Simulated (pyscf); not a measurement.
HO–SiH(F)–F + hydrogen fluoride (HF) → HO–Si(F)(F)–F + hydrogen (H₂), a four-centre exchange (singlet surface; H–Si, F–H broken, F–Si, H–H formed). Optimised with ωB97X-D3(BJ)/def2-SVP in PySCF. Energies in kcal/mol from the separated reactants.

Small-basis levels: PySCF, no dispersion term, spherical d functions. AM1 to PM7: differences of heats of formation from MOPAC, which are fitted to 298 K values and so differ in kind from electronic energies by zero-point and thermal terms. GFN2-xTB: tblite. Cost: rough CPU time at the saddle relative to B3LYP/6-31G*, from one job on a shared machine.

```tsv
level	barrier	reaction energy	cost
SVWN5/6-31G*	2.2	-39.5	1
B3LYP/LANL2DZ	41.3	-15.5	0.6
B3LYP/6-311+G**	34.4	-21.9	2
PBE/def2-SVP	…	-29.2	2
GFN2-xTB	46.1	-20.6	under 0.02
AM1	65.4	-34.1	under 0.02
PM3	…	-57.4	under 0.02
ωB97M-D3(BJ)/def2-TZVP	…	-30.9	–
```

Task: Complete the blanks.

Result: 
- PBE/def2-SVP, barrier: 14.3
- PM3, barrier: 50.6
- ωB97M-D3(BJ)/def2-TZVP, barrier: 27.2

Against the last row the barrier runs from -25.0 (SVWN5/6-31G*) to +38.2 kcal/mol (AM1). ωB97M-D3(BJ)/def2-TZVP has limits of its own. On the reactant side the descent ends in a complex (not fully relaxed), 6.6 kcal/mol under the separated species and 34.3 kcal/mol under the saddle at ωB97X-D3(BJ)/def2-TZVP. The same reactants have a lower exit, to F–SiH(F)–F + H₂O (barrier +13.9 kcal/mol at ωB97M-D3(BJ)/def2-TZVP, against +27.2 kcal/mol here). One saddle was located; it need not be the lowest between these sides.
